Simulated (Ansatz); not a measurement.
A run of Ansatz (development build ahead of 0.2.0) on singlet SiO at this shape:

```xyz
2

Si   -0.0259   -0.0321   -0.5822
O    -0.0211   -0.0386    0.9933
```

Its results:

- Converged: yes
- Reference energy: -359.38693 hartree
- Correlation energy: -0.15553 hartree
- Total energy: -359.54245 hartree
- Spin squared of the determinant: 0.000

Question: Which input gives this output? Name the method, the orbitals and the basis set, and write the input.

Answer: RHF-MP2 in STO-3G. An unrestricted run that stays on the closed shell gives the same numbers.

```yaml
crystal:
  periodic: [false, false, false]
  atoms:
    - { symbol: Si, position_ang: [-0.02585, -0.0321, -0.58224] }
    - { symbol: O, position_ang: [-0.02106, -0.03855, 0.99328] }
basis:
  gaussian: { orbitals: STO-3G }
hamiltonian:
  xc: hf
correlation:
  method: mp2
  frozen_orbitals: { O: 1, Si: 5 }
```
